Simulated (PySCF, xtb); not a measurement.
# Two conformers of H3SSi2

Structure I is `[SiH3][Si]=S`, a doublet and structure II is `[SiH3][Si]=S`, a doublet. Both are isolated molecules in the gas phase, relaxed with B3LYP/6-31G*.

I (Å):

```xyz
6

S     2.9595    0.3552   -0.2984
Si    0.3284   -2.1488   -1.2523
Si    1.2702   -0.5168    0.2680
H     1.1479   -2.3467   -2.4753
H    -1.0328   -1.6689   -1.6128
H     0.2065   -3.4254   -0.4983
```

II (Å):

```xyz
6

S     2.7860    0.5066   -0.3971
Si    0.3614   -2.1928   -1.1585
Si    1.6442   -0.8899    0.4318
H     1.3056   -2.9099   -2.0556
H    -0.5095   -1.2777   -1.9420
H    -0.4757   -3.1764   -0.4229
```

Energies in hartree; the thermal terms are from GFN2-xTB frequencies at re-optimised GFN2-xTB minima (ideal gas, soft modes damped towards free rotors, one conformer each, 298.15 K, 1 atm) and include the zero-point energy:

```
                              I           II
E, CCSD(T)/def2-SVP  −977.171427  −977.171927
    E, MP2/def2-SVP  −977.110534  −977.111002
  E, MP2/def2-TZVPP  −977.541166  −977.541225
  zero-point energy     0.025354     0.025367
       H(298 K) − E     0.031907     0.031923
       G(298 K) − E    −0.004332    −0.004313
```

**Question.** Correct the CCSD(T) difference for the basis set by the MP2 change, then work out ΔE, ΔE₀, ΔH and ΔG for I → II in kcal/mol (1 Eh = 627.51 kcal/mol) and the equilibrium ratio [II]/[I].

**Answer.** 1. Differences II − I: CCSD(T) −0.000500, MP2 in the small set −0.000468, MP2 in the large set −0.000059 Eh.
2. ΔE = −0.000500 + (−0.000059 − (−0.000468)) = −0.000091 Eh = −0.06 kcal/mol.
3. ΔE₀ = ΔE + ΔZPE = −0.000091 + (+0.000013) Eh = −0.05 kcal/mol.
4. ΔH = ΔE + (+0.000016) Eh = −0.05 kcal/mol.
5. ΔG = ΔE + (+0.000019) Eh = −0.05 kcal/mol, so ΔS = (ΔH − ΔG)/T = 0.0 J/(mol K).
6. kT = 0.9442 mEh, so K = [II]/[I] = exp(−ΔG/kT) = exp(+0.08) ≈ 1.1.

The two are too close for this level to say which is favoured. An error of 1 kcal/mol in ΔG would change K by a factor of 5.4. Mirror images and further conformers aren't counted.

Other levels gave ΔE = −0.1 (B3LYP/6-31G*); −0.2 (HF/def2-SVP); −0.3 (MP2/def2-SVP); −0.3 (CCSD(T)/def2-SVP) kcal/mol. Open shells are spin-unrestricted. The correlated steps freeze 15 core orbitals. Programs: PySCF 2.14.0, xtb 6.7.1 (Pople sets with spherical d functions).
